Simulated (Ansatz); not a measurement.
Input file for Ansatz (a program for electronic structure): R-wB97M-V/def2-TZVPP on CHO (SMILES [CH]=O, charge +1), atoms moved off the minimum. Charge +1.

Ansatz 0.2 input:
```yaml
crystal:
  periodic: [false, false, false]
  atoms:
    - {symbol: C, position_ang: [0.02680630, 0.06936417, -0.48169099]}
    - {symbol: O, position_ang: [-0.02757617, 0.05161389, 0.55540102]}
    - {symbol: H, position_ang: [-0.03885990, 0.05968199, -1.68256291]}
basis:
  gaussian:
    orbitals: def2-TZVPP
hamiltonian:
  xc: {name: wB97M-V}
total_charge: 1
scf: {lower_state_search: off}
output: {forces: true}
```

Q: Give the final energy of this run.

A: -113.5482 hartree.
